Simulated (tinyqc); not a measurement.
Inside a calculation (part 2 of 2). Method: UHF in the sto-3g basis, for H2O, spin multiplicity 1. Computed by tinyqc, a small Python program that keeps every step (integrals from PySCF). Command: `OMP_NUM_THREADS=1 python tinyqc.py 24985 24986 out.jsonl` (the two numbers bound the seeds that draw the settings). One thread of a shared host (Intel(R) Xeon(R) Processor @ 2.60GHz), about 0.2 s of CPU time with the checks.

Geometry (angstrom):
```
atom,x,y,z
O,0.000000,0.000000,0.000000
H,0.000000,0.747000,0.646000
H,0.000000,-0.747000,0.646000
```

## Iteration 2: diagonalisation and new density

F(alpha) (hartree):
```
,1O 1s,1O 2s,1O 2px,1O 2py,1O 2pz,2H 1s,3H 1s
1O 1s,-20.128310,-5.148763,0.000000,0.000000,-0.031625,-1.108616,-1.108616
1O 2s,-5.148763,-2.357383,0.000000,0.000000,-0.133313,-0.970504,-0.970504
1O 2px,0.000000,0.000000,-0.277489,0.107953,0.000000,-0.035541,0.035541
1O 2py,0.000000,0.000000,0.107953,-0.304342,0.000000,-0.363307,0.363307
1O 2pz,-0.031625,-0.133313,0.000000,0.000000,-0.343799,-0.363692,-0.363692
2H 1s,-1.108616,-0.970504,-0.035541,-0.363307,-0.363692,-0.533606,-0.388977
3H 1s,-1.108616,-0.970504,0.035541,0.363307,-0.363692,-0.388977,-0.533606
```

F(beta) (hartree):
```
,1O 1s,1O 2s,1O 2px,1O 2py,1O 2pz,2H 1s,3H 1s
1O 1s,-20.128310,-5.148763,0.000000,0.000000,-0.031625,-1.108616,-1.108616
1O 2s,-5.148763,-2.357383,0.000000,0.000000,-0.133313,-0.970504,-0.970504
1O 2px,0.000000,0.000000,-0.277489,-0.107953,0.000000,0.035541,-0.035541
1O 2py,0.000000,0.000000,-0.107953,-0.304342,0.000000,-0.363307,0.363307
1O 2pz,-0.031625,-0.133313,0.000000,0.000000,-0.343799,-0.363692,-0.363692
2H 1s,-1.108616,-0.970504,0.035541,-0.363307,-0.363692,-0.533606,-0.388977
3H 1s,-1.108616,-0.970504,-0.035541,0.363307,-0.363692,-0.388977,-0.533606
```

X:
```
,1,2,3,4,5,6,7
1O 1s,-0.310799,0.000000,0.752172,0.000000,-0.620723,0.000000,0.148713
1O 2s,1.143327,0.000000,-0.312539,0.000000,-0.318593,0.000000,0.414431
1O 2px,0.000000,0.000000,0.000000,1.000000,0.000000,0.000000,0.000000
1O 2py,0.000000,0.889709,0.000000,0.000000,0.000000,0.707581,0.000000
1O 2pz,0.565483,0.000000,0.650967,0.000000,0.624189,0.000000,0.206804
2H 1s,-0.720522,-0.858863,-0.154747,0.000000,0.126042,0.366497,0.377888
3H 1s,-0.720522,0.858863,-0.154747,0.000000,0.126042,-0.366497,0.377888
```

D(alpha) after iteration 1:
```
,1O 1s,1O 2s,1O 2px,1O 2py,1O 2pz,2H 1s,3H 1s
1O 1s,1.042908,-0.175039,0.000000,0.000000,0.060493,-0.042334,-0.042334
1O 2s,-0.175039,0.767954,0.000000,0.000000,-0.281035,0.090079,0.090079
1O 2px,0.000000,0.000000,0.916384,-0.230397,0.000000,0.230001,-0.230001
1O 2py,0.000000,0.000000,-0.230397,0.567518,0.000000,0.186324,-0.186324
1O 2pz,0.060493,-0.281035,0.000000,0.000000,0.749871,0.157629,0.157629
2H 1s,-0.042334,0.090079,0.230001,0.186324,0.157629,0.285604,-0.119737
3H 1s,-0.042334,0.090079,-0.230001,-0.186324,0.157629,-0.119737,0.285604
```

D(beta) after iteration 1:
```
,1O 1s,1O 2s,1O 2px,1O 2py,1O 2pz,2H 1s,3H 1s
1O 1s,1.042908,-0.175039,0.000000,0.000000,0.060493,-0.042334,-0.042334
1O 2s,-0.175039,0.767954,0.000000,0.000000,-0.281035,0.090079,0.090079
1O 2px,0.000000,0.000000,0.916384,0.230397,0.000000,-0.230001,0.230001
1O 2py,0.000000,0.000000,0.230397,0.567518,0.000000,0.186324,-0.186324
1O 2pz,0.060493,-0.281035,0.000000,0.000000,0.749871,0.157629,0.157629
2H 1s,-0.042334,0.090079,-0.230001,0.186324,0.157629,0.285604,-0.119737
3H 1s,-0.042334,0.090079,0.230001,-0.186324,0.157629,-0.119737,0.285604
```

overlap S:
```
,1O 1s,1O 2s,1O 2px,1O 2py,1O 2pz,2H 1s,3H 1s
1O 1s,1.000000,0.236704,0.000000,0.000000,0.000000,0.050216,0.050216
1O 2s,0.236704,1.000000,0.000000,0.000000,0.000000,0.455080,0.455080
1O 2px,0.000000,0.000000,1.000000,0.000000,0.000000,0.000000,0.000000
1O 2py,0.000000,0.000000,0.000000,1.000000,0.000000,0.289468,-0.289468
1O 2pz,0.000000,0.000000,0.000000,0.000000,1.000000,0.250330,0.250330
2H 1s,0.050216,0.455080,0.000000,0.289468,0.250330,1.000000,0.259000
3H 1s,0.050216,0.455080,0.000000,-0.289468,0.250330,0.259000,1.000000
```

Diagonalise F' = X^T F X, C = X C', fill 5 alpha and 5 beta electrons from the bottom; D(s) = C_occ C_occ^T; the new density keeps 0.3 of the old one (damping). Each column has its largest component positive (the first on a tie).

F' = X^T F X (alpha) (hartree):
```
,1,2,3,4,5,6,7
1,0.201835,0.000000,1.611044,0.000000,-1.242712,0.000000,0.191810
2,0.000000,0.656185,0.000000,0.157096,0.000000,0.104097,0.000000
3,1.611044,0.000000,-8.888979,0.000000,8.913999,0.000000,-3.666682
4,0.000000,0.157096,0.000000,-0.277489,0.000000,0.050334,0.000000
5,-1.242712,0.000000,8.913999,0.000000,-9.728441,0.000000,4.001181
6,0.000000,0.104097,0.000000,0.050334,0.000000,-0.568089,0.000000
7,0.191810,0.000000,-3.666682,0.000000,4.001181,0.000000,-2.758523
```

orbital energies (alpha) (hartree): MO1 -20.137616, MO2 -1.201736, MO3 -0.581691, MO4 -0.419988, MO5 -0.299375, MO6 0.585232, MO7 0.691673

coefficients C (alpha):
```
,MO1,MO2,MO3,MO4,MO5,MO6,MO7
1O 1s,0.993999,-0.226021,0.000000,0.109149,0.000000,-0.136890,0.000000
1O 2s,0.026848,0.798088,0.000000,-0.537530,0.000000,0.866906,0.000000
1O 2px,0.000000,0.000000,-0.129205,0.000000,0.977991,0.000000,0.163828
1O 2py,0.000000,0.000000,0.640622,0.000000,-0.072209,0.000000,0.936292
1O 2pz,0.004565,0.143020,0.000000,0.784288,0.000000,0.735069,0.000000
2H 1s,-0.005916,0.186558,0.419973,0.247455,0.191463,-0.778276,-0.811745
3H 1s,-0.005916,0.186558,-0.419973,0.247455,-0.191463,-0.778276,0.811745
```

F' = X^T F X (beta) (hartree):
```
,1,2,3,4,5,6,7
1,0.201835,0.000000,1.611044,0.000000,-1.242712,0.000000,0.191810
2,0.000000,0.656185,0.000000,-0.157096,0.000000,0.104097,0.000000
3,1.611044,0.000000,-8.888979,0.000000,8.913999,0.000000,-3.666682
4,0.000000,-0.157096,0.000000,-0.277489,0.000000,-0.050334,0.000000
5,-1.242712,0.000000,8.913999,0.000000,-9.728441,0.000000,4.001181
6,0.000000,0.104097,0.000000,-0.050334,0.000000,-0.568089,0.000000
7,0.191810,0.000000,-3.666682,0.000000,4.001181,0.000000,-2.758523
```

orbital energies (beta) (hartree): MO1 -20.137616, MO2 -1.201736, MO3 -0.581691, MO4 -0.419988, MO5 -0.299375, MO6 0.585232, MO7 0.691673

coefficients C (beta):
```
,MO1,MO2,MO3,MO4,MO5,MO6,MO7
1O 1s,0.993999,-0.226021,0.000000,0.109149,0.000000,-0.136890,0.000000
1O 2s,0.026848,0.798088,0.000000,-0.537530,0.000000,0.866906,0.000000
1O 2px,0.000000,0.000000,0.129205,0.000000,0.977991,0.000000,-0.163828
1O 2py,0.000000,0.000000,0.640622,0.000000,0.072209,0.000000,0.936292
1O 2pz,0.004565,0.143020,0.000000,0.784288,0.000000,0.735069,0.000000
2H 1s,-0.005916,0.186558,0.419973,0.247455,-0.191463,-0.778276,-0.811745
3H 1s,-0.005916,0.186558,-0.419973,0.247455,0.191463,-0.778276,0.811745
```

D(alpha) after iteration 2:
```
,1O 1s,1O 2s,1O 2px,1O 2py,1O 2pz,2H 1s,3H 1s
1O 1s,1.048595,-0.201169,0.000000,0.000000,0.058619,-0.027426,-0.027426
1O 2s,-0.201169,0.879009,0.000000,0.000000,-0.299430,0.038025,0.038025
1O 2px,0.000000,0.000000,0.956128,-0.176493,0.000000,0.162091,-0.162091
1O 2py,0.000000,0.000000,-0.176493,0.461183,0.000000,0.234550,-0.234550
1O 2pz,0.058619,-0.299430,0.000000,0.000000,0.669870,0.201800,0.201800
2H 1s,-0.027426,0.038025,0.162091,0.234550,0.201800,0.302057,-0.117795
3H 1s,-0.027426,0.038025,-0.162091,-0.234550,0.201800,-0.117795,0.302057
```

D(beta) after iteration 2:
```
,1O 1s,1O 2s,1O 2px,1O 2py,1O 2pz,2H 1s,3H 1s
1O 1s,1.048595,-0.201169,0.000000,0.000000,0.058619,-0.027426,-0.027426
1O 2s,-0.201169,0.879009,0.000000,0.000000,-0.299430,0.038025,0.038025
1O 2px,0.000000,0.000000,0.956128,0.176493,0.000000,-0.162091,0.162091
1O 2py,0.000000,0.000000,0.176493,0.461183,0.000000,0.234550,-0.234550
1O 2pz,0.058619,-0.299430,0.000000,0.000000,0.669870,0.201800,0.201800
2H 1s,-0.027426,0.038025,-0.162091,0.234550,0.201800,0.302057,-0.117795
3H 1s,-0.027426,0.038025,0.162091,-0.234550,0.201800,-0.117795,0.302057
```

## Iteration 31 (converged): orbitals

converged F(alpha) (hartree):
```
,1O 1s,1O 2s,1O 2px,1O 2py,1O 2pz,2H 1s,3H 1s
1O 1s,-20.244620,-5.164165,0.000000,0.000000,-0.028824,-1.113286,-1.113286
1O 2s,-5.164165,-2.441521,0.000000,0.000000,-0.120697,-0.975698,-0.975698
1O 2px,0.000000,0.000000,-0.393810,0.000008,0.000000,-0.000002,0.000002
1O 2py,0.000000,0.000000,0.000008,-0.294007,0.000000,-0.374942,0.374942
1O 2pz,-0.028824,-0.120697,0.000000,0.000000,-0.338878,-0.380357,-0.380357
2H 1s,-1.113286,-0.975698,-0.000002,-0.374942,-0.380357,-0.545207,-0.385473
3H 1s,-1.113286,-0.975698,0.000002,0.374942,-0.380357,-0.385473,-0.545207
```

converged F(beta) (hartree):
```
,1O 1s,1O 2s,1O 2px,1O 2py,1O 2pz,2H 1s,3H 1s
1O 1s,-20.244620,-5.164165,0.000000,0.000000,-0.028824,-1.113286,-1.113286
1O 2s,-5.164165,-2.441521,0.000000,0.000000,-0.120697,-0.975698,-0.975698
1O 2px,0.000000,0.000000,-0.393810,-0.000008,0.000000,0.000002,-0.000002
1O 2py,0.000000,0.000000,-0.000008,-0.294007,0.000000,-0.374942,0.374942
1O 2pz,-0.028824,-0.120697,0.000000,0.000000,-0.338878,-0.380357,-0.380357
2H 1s,-1.113286,-0.975698,0.000002,-0.374942,-0.380357,-0.545207,-0.385473
3H 1s,-1.113286,-0.975698,-0.000002,0.374942,-0.380357,-0.385473,-0.545207
```

Diagonalise F' = X^T F X, C = X C', fill 5 alpha and 5 beta electrons from the bottom; D(s) = C_occ C_occ^T. Each column has its largest component positive (the first on a tie).

F' = X^T F X (alpha) (hartree):
```
,1,2,3,4,5,6,7
1,0.140150,0.000000,1.684009,0.000000,-1.211765,0.000000,0.166219
2,0.000000,0.677646,0.000000,0.000010,0.000000,0.126666,0.000000
3,1.684009,0.000000,-8.948570,0.000000,8.956648,0.000000,-3.675654
4,0.000000,0.000010,0.000000,-0.393810,0.000000,0.000004,0.000000
5,-1.211765,0.000000,8.956648,0.000000,-9.796363,0.000000,4.023909
6,0.000000,0.126666,0.000000,0.000004,0.000000,-0.579041,0.000000
7,0.166219,0.000000,-3.675654,0.000000,4.023909,0.000000,-2.786725
```

orbital energies (alpha) (hartree): MO1 -20.253287, MO2 -1.260257, MO3 -0.591681, MO4 -0.463963, MO5 -0.393810, MO6 0.585998, MO7 0.690286

coefficients C (alpha):
```
,MO1,MO2,MO3,MO4,MO5,MO6,MO7
1O 1s,0.994217,-0.233539,0.000000,0.105184,0.000000,-0.125301,0.000000
1O 2s,0.025857,0.843282,0.000000,-0.543668,0.000000,0.819001,0.000000
1O 2px,0.000000,0.000000,-0.000017,0.000000,1.000000,0.000000,0.000009
1O 2py,0.000000,0.000000,0.615739,0.000000,0.000002,0.000000,0.955573
1O 2pz,0.004226,0.125069,0.000000,0.750828,0.000000,0.772338,0.000000
2H 1s,-0.005585,0.155567,0.449968,0.296171,0.000015,-0.768008,-0.818226
3H 1s,-0.005585,0.155567,-0.449968,0.296171,-0.000015,-0.768008,0.818226
```

F' = X^T F X (beta) (hartree):
```
,1,2,3,4,5,6,7
1,0.140150,0.000000,1.684009,0.000000,-1.211765,0.000000,0.166219
2,0.000000,0.677646,0.000000,-0.000010,0.000000,0.126666,0.000000
3,1.684009,0.000000,-8.948570,0.000000,8.956648,0.000000,-3.675654
4,0.000000,-0.000010,0.000000,-0.393810,0.000000,-0.000004,0.000000
5,-1.211765,0.000000,8.956648,0.000000,-9.796363,0.000000,4.023909
6,0.000000,0.126666,0.000000,-0.000004,0.000000,-0.579041,0.000000
7,0.166219,0.000000,-3.675654,0.000000,4.023909,0.000000,-2.786725
```

orbital energies (beta) (hartree): MO1 -20.253287, MO2 -1.260257, MO3 -0.591681, MO4 -0.463963, MO5 -0.393810, MO6 0.585998, MO7 0.690286

coefficients C (beta):
```
,MO1,MO2,MO3,MO4,MO5,MO6,MO7
1O 1s,0.994217,-0.233539,0.000000,0.105184,0.000000,-0.125301,0.000000
1O 2s,0.025857,0.843282,0.000000,-0.543668,0.000000,0.819001,0.000000
1O 2px,0.000000,0.000000,0.000017,0.000000,1.000000,0.000000,-0.000009
1O 2py,0.000000,0.000000,0.615739,0.000000,-0.000002,0.000000,0.955573
1O 2pz,0.004226,0.125069,0.000000,0.750828,0.000000,0.772338,0.000000
2H 1s,-0.005585,0.155567,0.449968,0.296171,-0.000015,-0.768008,-0.818226
3H 1s,-0.005585,0.155567,-0.449968,0.296171,0.000015,-0.768008,0.818226
```

D(alpha) after iteration 31:
```
,1O 1s,1O 2s,1O 2px,1O 2py,1O 2pz,2H 1s,3H 1s
1O 1s,1.054071,-0.228417,0.000000,0.000000,0.053968,-0.010731,-0.010731
1O 2s,-0.228417,1.007368,0.000000,0.000000,-0.302624,-0.029976,-0.029976
1O 2px,0.000000,0.000000,1.000000,-0.000009,0.000000,0.000008,-0.000008
1O 2py,0.000000,0.000000,-0.000009,0.379134,0.000000,0.277063,-0.277063
1O 2pz,0.053968,-0.302624,0.000000,0.000000,0.579403,0.241806,0.241806
2H 1s,-0.010731,-0.029976,0.000008,0.277063,0.241806,0.314421,-0.090522
3H 1s,-0.010731,-0.029976,-0.000008,-0.277063,0.241806,-0.090522,0.314421
```

D(beta) after iteration 31:
```
,1O 1s,1O 2s,1O 2px,1O 2py,1O 2pz,2H 1s,3H 1s
1O 1s,1.054071,-0.228417,0.000000,0.000000,0.053968,-0.010731,-0.010731
1O 2s,-0.228417,1.007368,0.000000,0.000000,-0.302624,-0.029976,-0.029976
1O 2px,0.000000,0.000000,1.000000,0.000009,0.000000,-0.000008,0.000008
1O 2py,0.000000,0.000000,0.000009,0.379134,0.000000,0.277063,-0.277063
1O 2pz,0.053968,-0.302624,0.000000,0.000000,0.579403,0.241806,0.241806
2H 1s,-0.010731,-0.029976,-0.000008,0.277063,0.241806,0.314421,-0.090522
3H 1s,-0.010731,-0.029976,0.000008,-0.277063,0.241806,-0.090522,0.314421
```

## Convergence

Stop when the energy changes by less than 1e-09 hartree and every element of the error matrix X^T (F D S - S D F) X (for each spin) is below 9e-06.

Course of the cycle:
```
iteration,E (hartree),change,largest element of the error matrix
1,-74.52457657,-,3.46e-01
2,-74.76209696,-2.38e-01,1.62e-01
3,-74.87717657,-1.15e-01,8.57e-02
4,-74.92719479,-5.00e-02,6.15e-02
5,-74.94853861,-2.13e-02,4.39e-02
6,-74.95782026,-9.28e-03,3.14e-02
7,-74.96198909,-4.17e-03,2.24e-02
8,-74.96392466,-1.94e-03,1.60e-02
9,-74.96484891,-9.24e-04,1.14e-02
10,-74.96529974,-4.51e-04,8.17e-03
11,-74.96552298,-2.23e-04,5.84e-03
12,-74.96563465,-1.12e-04,4.17e-03
13,-74.96569089,-5.62e-05,2.98e-03
14,-74.96571934,-2.84e-05,2.13e-03
...,...,...,...
18,-74.96574674,-1.90e-06,5.54e-04
19,-74.96574771,-9.68e-07,3.96e-04
20,-74.96574820,-4.93e-07,2.82e-04
21,-74.96574845,-2.52e-07,2.02e-04
22,-74.96574858,-1.28e-07,1.44e-04
23,-74.96574865,-6.54e-08,1.03e-04
24,-74.96574868,-3.34e-08,7.35e-05
25,-74.96574870,-1.70e-08,5.25e-05
26,-74.96574871,-8.68e-09,3.75e-05
27,-74.96574871,-4.43e-09,2.68e-05
28,-74.96574871,-2.26e-09,1.91e-05
29,-74.96574872,-1.15e-09,1.37e-05
30,-74.96574872,-5.87e-10,9.75e-06
31,-74.96574872,-3.00e-10,6.97e-06
```

PySCF UHF in the same basis, after a stability check = -74.96574872 hartree

Converged in 31 iterations.

## Populations, bond orders and dipole

Mulliken: Z minus the diagonal of D S on the atom; Loewdin: the same with S^(1/2) D S^(1/2); Mayer order: 2 sum_s sum (D(s) S)_ij (D(s) S)_ji over the two atoms.

Charges (e):
```
atom,Mulliken,Loewdin,Mulliken spin
1O,-0.329890,-0.231111,0
2H,0.164945,0.115556,0
3H,0.164945,0.115556,0
```

Mayer bond orders:
```
pair,order
2-1,0.965419
3-1,0.965419
3-2,0.007374
```

dipole moment about the origin, x y z (debye): 0.000000  0.000000  1.721701

<S^2> of the determinant (pure state: 0) = 3.50e-10
